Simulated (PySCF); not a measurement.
**Electric properties by functional and basis**

Species: ethylenediamine, C2H8N2.
Z-matrix (Å and degrees, PBE0-D3(BJ)/def2-SVP geometry), rows numbered from 1:
```
N 
C   1  1.4523
C   2  1.5205  1  110.33
N   3  1.4523  2  110.39  1   -55.09
H   1  1.0170  2  110.56  3  -168.99
H   1  1.0190  2  108.82  3    75.23
H   2  1.1026  1  108.75  3   118.99
H   2  1.1105  1  113.73  3  -121.98
H   3  1.1104  2  108.39  1    70.05
H   3  1.1026  2  108.54  1  -174.21
H   4  1.0169  3  110.63  2  -167.98
H   4  1.0188  3  108.93  2    76.05
```

PySCF, dipoles from the SCF density, polarisabilities from static response with core orbitals frozen. Isolated species at its PBE0-D3(BJ)/def2-SVP geometry (one conformer only).

Q: Compare the levels for these properties.

A: 

| level | μ (D) | α (Å³) | anisotropy (Å³) |
| --- | --- | --- | --- |
| LDA/def2-SVPD | 0.299 | 7.24 | 1.00 |
| PBE/def2-SVPD | 0.267 | 7.13 | 0.99 |
| B3LYP/def2-SVPD | 0.314 | 6.87 | 0.94 |
| PBE0/def2-SVPD | 0.298 | 6.78 | 0.94 |
| BHandHLYP/def2-SVPD | 0.339 | 6.56 | 0.92 |
| CAM-B3LYP/def2-SVPD | 0.350 | 6.73 | 0.91 |
| wB97X-D/def2-SVPD | 0.344 | 6.72 | 0.87 |
| LC-wPBE/def2-SVPD | 0.360 | 6.53 | 0.86 |
| HF/def2-SVPD | 0.346 | 6.26 | 0.87 |
| PBE0/6-31G* | 0.132 | 5.35 | 1.34 |
| PBE0/6-31+G* | 0.327 | 6.29 | 0.58 |
| PBE0/def2-SVP | 0.066 | 5.54 | 1.26 |
| PBE0/aug-cc-pVDZ | 0.309 | 7.05 | 0.80 |
| PBE0/def2-TZVP | 0.205 | 6.38 | 1.09 |
| PBE0/def2-TZVPD | 0.296 | 6.99 | 0.87 |

The anisotropy is √(½[(α1 − α2)² + (α2 − α3)² + (α3 − α1)²]). The dipole runs from 0.07 D (PBE0/def2-SVP) to 0.36 D (LC-wPBE/def2-SVPD). No reference polarisability is at hand; against PBE0 in the largest diffuse basis at hand (def2-TZVPD) the other PBE0 rows deviate by 6-31G* -23%, 6-31+G* -10%, def2-SVP -21%, def2-SVPD -3%, aug-cc-pVDZ +1%, def2-TZVP -9%. In one basis (def2-SVPD) the functionals order the polarisability from HF (lowest) to LDA (highest), a spread of 16%. With PBE0 the polarisability is 5.76 Å³ without diffuse functions (mean of 6-31G*, def2-SVP and def2-TZVP) and 6.78 Å³ with them (mean of 6-31+G*, def2-SVPD, aug-cc-pVDZ and def2-TZVPD).
